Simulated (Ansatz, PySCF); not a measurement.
Potential energy curve for Na2, singlet.

- RKS-B3LYP/LANL2DZ = PySCF 2.14.0 with restricted B3LYP/LANL2DZ, with its core potentials past Ne
- UMP2 = MP2 on UHF/cc-pVTZ, frozen core run with Ansatz (a program for electronic structure)
- RKS-B3LYP/6-311+G** = restricted B3LYP/6-311+G**, spherical d (PySCF 2.14.0)

Total energies in hartree (comparable only within one method and basis):

```csv
R / Å,RKS-B3LYP/LANL2DZ,UMP2,RKS-B3LYP/6-311+G**
2.50,-0.37426,-323.71888,-324.59197
2.65,-0.38081,-323.72373,-324.59641
2.78,-0.38489,-323.72642,-324.59881
2.93,-0.38805,-323.72817,-324.60024
3.01,-0.38916,-323.72863,-324.60053
3.10,-0.38999,-323.72886,-324.60052
3.16,-0.39033,-323.72886,-324.60034
3.29,-0.39056,-323.72855,-324.59958
3.45,-0.39006,-323.72775,-324.59807
3.52,-0.38963,-323.72731,-324.59726
3.81,-0.38685,-323.72523,-324.59328
4.14,-0.38256,-323.72287,-324.58816
4.61,-0.37588,-323.72022,-324.58092
5.09,-0.36946,-323.71846,-324.57436
5.70,-0.36264,-323.71722,-324.56763
6.26,-0.35779,-323.71666,-324.56296
6.77,-0.35442,-323.71640,-324.55977
7.46,-0.35110,-323.71623,-324.55669
8.31,-0.34842,-323.71614,-324.55426
9.24,-0.34663,-323.71610,-324.55264
```

The restricted form behind RKS-B3LYP/LANL2DZ, RKS-B3LYP/6-311+G** keeps the bonding electrons paired and can't separate into open-shell fragments. The unrestricted determinant behind UMP2 is spin-contaminated at 2.50 to 9.24 Å (<S²> up to 1.0, against 0.00 for a pure singlet).
